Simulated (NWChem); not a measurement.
System: SO, triplet; SMILES O=S

The following NWChem deck was run.

```
start job
memory heap 200 mb stack 900 mb global 1100 mb
geometry units angstroms
  O      0.000000     0.000000    -0.995398
  S      0.000000     0.000000     0.506377
end
basis spherical
  * library def2-svp
end
dft
  odft
  mult 3
  xc xcamb88 1.00 lyp 0.81 vwn_5 0.19 hfexch 1.00
  cam 0.33 cam_alpha 0.19 cam_beta 0.46
  iterations 150
end
driver
  maxiter 120
end
task dft optimize
task dft freq
```

Parts of the log:

```
             Northwest Computational Chemistry Package (NWChem) 7.3.0
             --------------------------------------------------------

 ORDER OF PRIMARY AXIS IS BEING SET TO 4
 C4V symmetry detected

                             Geometry "geometry" -> ""
                             -------------------------

 Output coordinates in angstroms (scale by  1.889725989 to convert to a.u.)

  No.       Tag          Charge          X              Y              Z
 ---- ---------------- ---------- -------------- -------------- --------------
    1 O                    8.0000     0.00000000     0.00000000    -1.00118333
    2 S                   16.0000     0.00000000     0.00000000     0.50059167

 Effective nuclear repulsion energy (a.u.)      45.1030865955

      Symmetry information
      --------------------

 Group name             C4v
 Group number             18
 Group order               8
 No. of unique centers     2

                                Z-matrix (autoz)
                                --------

 Units are Angstrom for bonds and degrees for angles

      Type          Name      I     J     K     L     M      Value
      ----------- --------  ----- ----- ----- ----- ----- ----------
    1 Stretch                  1     2                       1.50178

                           NWChem Geometry Optimization
                           ----------------------------

 maximum gradient threshold         (gmax) =   0.000450
 rms gradient threshold             (grms) =   0.000300
 maximum cartesian step threshold   (xmax) =   0.001800
 rms cartesian step threshold       (xrms) =   0.001200
 fixed trust radius                (trust) =   0.300000
 source of zmatrix                         =   autoz

          -------------------
          Energy Minimization
          -------------------

 Using diagonal initial Hessian
 Scaling for Hessian diagonals: bonds = 1.00  angles = 0.25  torsions = 0.10

          --------
          Step   0

                                 NWChem DFT Module
                                 -----------------

[...]

      ----------------------
      Optimization converged
      ----------------------

  Step       Energy      Delta E   Gmax     Grms     Xrms     Xmax
  ---- ---------------- -------- -------- -------- -------- --------
@    2    -473.15473274 -4.1D-08  0.00002  0.00002  0.00012  0.00021
                                     ok       ok       ok       ok

                                Z-matrix (autoz)
                                --------

 Units are Angstrom for bonds and degrees for angles

      Type          Name      I     J     K     L     M      Value     Gradient
      ----------- --------  ----- ----- ----- ----- ----- ---------- ----------
    1 Stretch                  1     2                       1.49955    0.00002

                         Geometry "geometry" -> "geometry"
                         ---------------------------------

 Output coordinates in angstroms (scale by  1.889725989 to convert to a.u.)

  No.       Tag          Charge          X              Y              Z
 ---- ---------------- ---------- -------------- -------------- --------------
    1 O                    8.0000     0.00000000     0.00000000    -1.00006953
    2 S                   16.0000     0.00000000     0.00000000     0.49947787

 Effective nuclear repulsion energy (a.u.)      45.1700879067

      Symmetry information
      --------------------

 Group name             C4v
 Group number             18
 Group order               8
 No. of unique centers     2

                Final and change from initial internal coordinates
                --------------------------------------------------

                                Z-matrix (autoz)
                                --------

 Units are Angstrom for bonds and degrees for angles

[...]

 Rotational Constants
 --------------------
 A=   0.000000 cm-1  (  0.000000 K)
 B=   0.703185 cm-1  (  1.011704 K)
 C=   0.703185 cm-1  (  1.011704 K)

 Temperature                      =   298.15K
 frequency scaling parameter      =   1.0000

 Linear Molecule

 Zero-Point correction to Energy  =    1.710 kcal/mol  (  0.002725 au)
 Thermal correction to Energy     =    3.201 kcal/mol  (  0.005101 au)
 Thermal correction to Enthalpy   =    3.793 kcal/mol  (  0.006045 au)

 Total Entropy                    =   50.834 cal/mol-K
   - Translational                =   37.511 cal/mol-K (mol. weight =  47.9670)
   - Rotational                   =   13.280 cal/mol-K (symmetry #  =        1)
   - Vibrational                  =    0.042 cal/mol-K

 Cv (constant volume heat capacity) =    5.173 cal/mol-K
   - Translational                  =    2.979 cal/mol-K
   - Rotational                     =    1.986 cal/mol-K
   - Vibrational                    =    0.207 cal/mol-K

[normal modes left out]

 ----------------------------------------------------------------------------
 Normal Eigenvalue ||           Projected Infra Red Intensities
  Mode   [cm**-1]  || [atomic units] [(debye/angs)**2] [(KM/mol)] [arbitrary]
 ------ ---------- || -------------- ----------------- ---------- -----------
    1       -0.000 ||    0.000000           0.000         0.000       0.000
    2        0.000 ||    0.003662           0.084         3.570      12.424
    3        0.000 ||    0.003662           0.084         3.570      12.424
    4        0.000 ||    0.001832           0.042         1.786       6.215
    5        0.000 ||    0.001832           0.042         1.786       6.215
    6     1196.739 ||    0.006697           0.155         6.529      22.721
 ----------------------------------------------------------------------------
```

Level: CAM-B3LYP/def2-SVP, spin-unrestricted. No stability test was run on the SCF state.
